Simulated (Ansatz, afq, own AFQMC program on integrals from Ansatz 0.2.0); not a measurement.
NH3O, singlet, reference energies and how methods fare

```yaml
atoms:
  - { symbol: N, position_ang: [-0.1540, 0.0000, 0.7068] }
  - { symbol: O, position_ang: [0.1385, 0.0000, -0.6853] }
  - { symbol: H, position_ang: [0.3377, -0.8114, 1.0705] }
  - { symbol: H, position_ang: [0.3377, 0.8114, 1.0705] }
  - { symbol: H, position_ang: [-0.7342, 0.0000, -1.0862] }
```

Geometry: a PBE0/def2-TZVP stationary point, not shown to be a minimum. Basis cc-pVDZ. Only valence electrons are correlated. Ansatz 0.2.0 and our own AFQMC program on the same integrals; the CISD trial comes from CCSD amplitudes, and released means the phaseless constraint is let go. Uncertainties: one standard error, sampling alone.

Best estimates are CCSD(T) at the basis-set limit (def2-TZVPP/QZVPP) plus the step from CCSD(T) to the highest rung at hand in cc-pVDZ, named in the table (released AFQMC can keep some 10 meV of bias). No zero-point, core-correlation or spin–orbit terms. Other levels are in cc-pVDZ, the functionals in def2-TZVP; a dash marks a level that is missing or breaks spin symmetry for a member.

Cautions: NH₃O (singlet): the released energies move by 1.5 errors or more from one time to the next, so no released level is given (meV from the phaseless value at times in 1/Eh: -20 ± 15 at 0.24, -26 ± 14 at 0.50, -5 ± 12 at 1.00, -43 ± 18 at 1.50), though the last usable value meets CCSDT(Q) within the noise, its ph-AFQMC/CISD value lies 34 ± 15 meV above CCSDT(Q); NH₃O⁺ (doublet): the released value is read at 1.50 1/Eh with a noise of 25 meV, more than in the cases checked (meV from the phaseless value at times in 1/Eh: 10 ± 18 at 0.24, -20 ± 17 at 0.50, -42 ± 28 at 1.00, -7 ± 25 at 1.50).

```
                         process  PBE0 (kcal/mol)
to charge +1, doublet (vertical)            241.0
                   to free atoms            353.9
```

Question: From these values, estimate the best estimates.

Answer: 
```tsv
process	best estimate (kcal/mol)	highest rung
to charge +1, doublet (vertical)	247.9 ± 0.6	released AFQMC
to free atoms	360.1	CCSDT(Q)
```

Errors against the best estimates in kcal/mol, in the same order:

```tsv
level	error, 1	error, 2
MP2	-11.5	-40.7
CCSD(T)	-15.1	-43.3
ph-AFQMC/CISD	-15.2 ± 0.6	-43.5 ± 0.3
CCSD(T)/CBS	-0.5	-0.6
PBE	-9.0	9.8
r2SCAN	-9.4	-6.6
PBE0	-6.9	-6.2
B3LYP	-4.5	-1.9
wB97M-V	-4.4	-0.7
B2PLYP	-5.7	-8.8
```

Cost at the first geometry: PBE0/cc-pVDZ, 1.1 s on 1 thread of Intel(R) Xeon(R) Platinum 8259CL CPU @ 2.50GHz (Skylake/Cascade Lake), with other jobs on the host; RCCSD(T)/cc-pVDZ, 0.6 s on 1 thread of Intel(R) Xeon(R) Platinum 8259CL CPU @ 2.50GHz (Skylake/Cascade Lake), on a shared host; CCSDT(Q), 12 s on 1 thread of Intel(R) Xeon(R) Platinum 8259CL CPU @ 2.50GHz (Skylake/Cascade Lake) (shared host); ph-AFQMC/CISD with release, 6.5 min on 1 thread of Intel(R) Xeon(R) Platinum 8259CL CPU @ 2.50GHz (Skylake/Cascade Lake), on a shared host.

Best estimates are given only where the step beyond CCSD(T) is under 0.3 eV and no member's determinant is very poor (T1 over 0.05, or 0.07 for open shells, ⟨S²⟩ too high by 0.3, two states mixed), so the hardest cases are missing from such tables.

The functionals ran in a triple-zeta set and keep a basis error of their own, a few kJ/mol for each bond in atomization energies and more for double hybrids, so close places among them and the extrapolated levels can swap.

CCSDT and higher add their correlation energy to the determinant of the CCSD(T) run, since their own runs factorise the integrals more tightly (a shift of under 2 meV). Each member of a difference takes its own highest rung, so a best estimate needn't equal the limit plus the step of one row. A walk keeps the symmetry of its determinant, which the program's search chose and which needn't be the lowest solution, so a lower state of the same spin and another symmetry isn't excluded. Released energies are given only where the last usable release times agree within the noise; a slower fall can still hide under it.
